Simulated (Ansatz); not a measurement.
Ansatz (a first-principles code) input (B3LYP-D3(BJ)/def2-TZVP):

Ansatz 0.2 input:
```yaml
crystal:
  periodic: [false, false, false]
  atoms:
    - {symbol: F, position_ang: [-0.00000000, -0.00000000, -1.07291806]}
    - {symbol: Cl, position_ang: [0.00000000, 0.00000000, 0.56801544]}
basis:
  gaussian:
    orbitals: def2-TZVP
hamiltonian:
  xc: b3lyp
  dispersion: d3bj
phonons: {temperatures: {t_min: 298.15, t_max: 298.15, t_step: 100}}
```

Output:

```
Functional definition: B3LYP
integrals: 0.01 GiB planned
419 factors; their error is unknown
mean field: 0.13 GiB planned
mean field evaluation 1: about -15238.4548 eV, gradient 2.4e1 eV
mean field evaluation 2: about -15236.3444 eV, gradient 4.4e1 eV
mean field evaluation 4: about -15239.2258 eV, gradient 9.2e-1 eV
mean field evaluation 8: about -15239.2670 eV, gradient 2.1e-2 eV
mean field -15239.26704874 eV, -560.0327344952 hartree, gradient 4.6e-5 eV, S^2 0.000000; 0 other end points of the search recorded, 0 dependent functions left out
the calculation of the forces begins
reference -15239.26719998 eV, -560.0327400531 hartree; 13, 13 occupied and 55, 55 virtual orbitals, 419 factors
these checks for a lower state are left out or cut short: stability, starts, cluster_reference, orbital_swaps, neighbouring_geometries, increment
integrals: 0.01 GiB planned
419 factors; their error is unknown
mean field: 0.13 GiB planned
mean field evaluation 16: about -15239.2670 eV, gradient 8.3e-2 eV
mean field -15239.26704875 eV, -560.0327344952 hartree, gradient 4.7e-7 eV, S^2 0.000000; 0 other end points of the search recorded, 0 dependent functions left out
the calculation of the forces begins
reference -15239.26719999 eV, -560.0327400532 hartree; 13, 13 occupied and 55, 55 virtual orbitals, 419 factors
these checks for a lower state are left out or cut short: stability, starts, cluster_reference, orbital_swaps, neighbouring_geometries, increment
integrals: 0.01 GiB planned
419 factors; their error is unknown
mean field: 0.13 GiB planned
mean field -15239.26704875 eV, -560.0327344952 hartree, gradient 4.7e-7 eV, S^2 0.000000; 0 other end points of the search recorded, 0 dependent functions left out
the calculation of the forces begins
reference -15239.26719999 eV, -560.0327400532 hartree; 13, 13 occupied and 55, 55 virtual orbitals, 419 factors
these checks for a lower state are left out or cut short: stability, starts, cluster_reference, orbital_swaps, neighbouring_geometries, increment
integrals: 0.01 GiB planned
419 factors; their error is unknown
mean field: 0.13 GiB planned
mean field evaluation 32: about -15239.2670 eV, gradient 1.0e-4 eV
mean field -15239.26704875 eV, -560.0327344952 hartree, gradient 4.7e-7 eV, S^2 0.000000; 0 other end points of the search recorded, 0 dependent functions left out
the calculation of the forces begins
reference -15239.26719999 eV, -560.0327400532 hartree; 13, 13 occupied and 55, 55 virtual orbitals, 419 factors
these checks for a lower state are left out or cut short: stability, starts, cluster_reference, orbital_swaps, neighbouring_geometries, increment
integrals: 0.01 GiB planned
419 factors; their error is unknown
mean field: 0.13 GiB planned
mean field -15239.26704875 eV, -560.0327344952 hartree, gradient 4.7e-7 eV, S^2 0.000000; 0 other end points of the search recorded, 0 dependent functions left out
the calculation of the forces begins
reference -15239.26719999 eV, -560.0327400532 hartree; 13, 13 occupied and 55, 55 virtual orbitals, 419 factors
these checks for a lower state are left out or cut short: stability, starts, cluster_reference, orbital_swaps, neighbouring_geometries, increment
integrals: 0.01 GiB planned
419 factors; their error is unknown
mean field: 0.13 GiB planned
mean field -15239.26696058 eV, -560.0327312550 hartree, gradient 2.1e-6 eV, S^2 0.000000; 0 other end points of the search recorded, 0 dependent functions left out
the calculation of the forces begins
reference -15239.26711188 eV, -560.0327368152 hartree; 13, 13 occupied and 55, 55 virtual orbitals, 419 factors
these checks for a lower state are left out or cut short: stability, starts, cluster_reference, orbital_swaps, neighbouring_geometries, increment
integrals: 0.01 GiB planned
419 factors; their error is unknown
mean field: 0.13 GiB planned
mean field -15239.26696365 eV, -560.0327313681 hartree, gradient 2.1e-6 eV, S^2 0.000000; 0 other end points of the search recorded, 0 dependent functions left out
the calculation of the forces begins
reference -15239.26711483 eV, -560.0327369238 hartree; 13, 13 occupied and 55, 55 virtual orbitals, 419 factors
these checks for a lower state are left out or cut short: stability, starts, cluster_reference, orbital_swaps, neighbouring_geometries, increment
integrals: 0.01 GiB planned
419 factors; their error is unknown
mean field: 0.13 GiB planned
mean field evaluation 64: about -15239.2670 eV, gradient 9.4e-7 eV
mean field -15239.26704875 eV, -560.0327344952 hartree, gradient 4.7e-7 eV, S^2 0.000000; 0 other end points of the search recorded, 0 dependent functions left out
the calculation of the forces begins
reference -15239.26719999 eV, -560.0327400532 hartree; 13, 13 occupied and 55, 55 virtual orbitals, 419 factors
these checks for a lower state are left out or cut short: stability, starts, cluster_reference, orbital_swaps, neighbouring_geometries, increment
integrals: 0.01 GiB planned
419 factors; their error is unknown
mean field: 0.13 GiB planned
mean field -15239.26704875 eV, -560.0327344952 hartree, gradient 4.7e-7 eV, S^2 0.000000; 0 other end points of the search recorded, 0 dependent functions left out
the calculation of the forces begins
reference -15239.26719999 eV, -560.0327400532 hartree; 13, 13 occupied and 55, 55 virtual orbitals, 419 factors
these checks for a lower state are left out or cut short: stability, starts, cluster_reference, orbital_swaps, neighbouring_geometries, increment
integrals: 0.01 GiB planned
419 factors; their error is unknown
mean field: 0.13 GiB planned
mean field -15239.26704875 eV, -560.0327344952 hartree, gradient 4.7e-7 eV, S^2 0.000000; 0 other end points of the search recorded, 0 dependent functions left out
the calculation of the forces begins
reference -15239.26719999 eV, -560.0327400532 hartree; 13, 13 occupied and 55, 55 virtual orbitals, 419 factors
these checks for a lower state are left out or cut short: stability, starts, cluster_reference, orbital_swaps, neighbouring_geometries, increment
integrals: 0.01 GiB planned
419 factors; their error is unknown
mean field: 0.13 GiB planned
mean field -15239.26704875 eV, -560.0327344952 hartree, gradient 4.7e-7 eV, S^2 0.000000; 0 other end points of the search recorded, 0 dependent functions left out
the calculation of the forces begins
reference -15239.26719999 eV, -560.0327400532 hartree; 13, 13 occupied and 55, 55 virtual orbitals, 419 factors
these checks for a lower state are left out or cut short: stability, starts, cluster_reference, orbital_swaps, neighbouring_geometries, increment
integrals: 0.01 GiB planned
419 factors; their error is unknown
mean field: 0.13 GiB planned
mean field -15239.26696365 eV, -560.0327313681 hartree, gradient 2.1e-6 eV, S^2 0.000000; 0 other end points of the search recorded, 0 dependent functions left out
the calculation of the forces begins
reference -15239.26711483 eV, -560.0327369238 hartree; 13, 13 occupied and 55, 55 virtual orbitals, 419 factors
these checks for a lower state are left out or cut short: stability, starts, cluster_reference, orbital_swaps, neighbouring_geometries, increment
integrals: 0.01 GiB planned
419 factors; their error is unknown
mean field: 0.13 GiB planned
mean field evaluation 96: about -15239.2273 eV, gradient 7.9e-5 eV
mean field -15239.26696058 eV, -560.0327312550 hartree, gradient 2.1e-6 eV, S^2 0.000000; 0 other end points of the search recorded, 0 dependent functions left out
the calculation of the forces begins
reference -15239.26711188 eV, -560.0327368152 hartree; 13, 13 occupied and 55, 55 virtual orbitals, 419 factors
Total energy: -15239.28690820 eV, -560.0334643166 hartree
Atom 0 at    -0.000000    -0.000000    -1.072918 Å, force     0.000000     0.000000     0.000021 eV/Å
Atom 1 at     0.000000     0.000000     0.568015 Å, force    -0.000000    -0.000000    -0.000021 eV/Å
Dipole moment:     0.000000     0.000000     0.207701 e Å
Vibrations: 780.66 cm⁻¹, zero-point energy 0.048395 eV
```
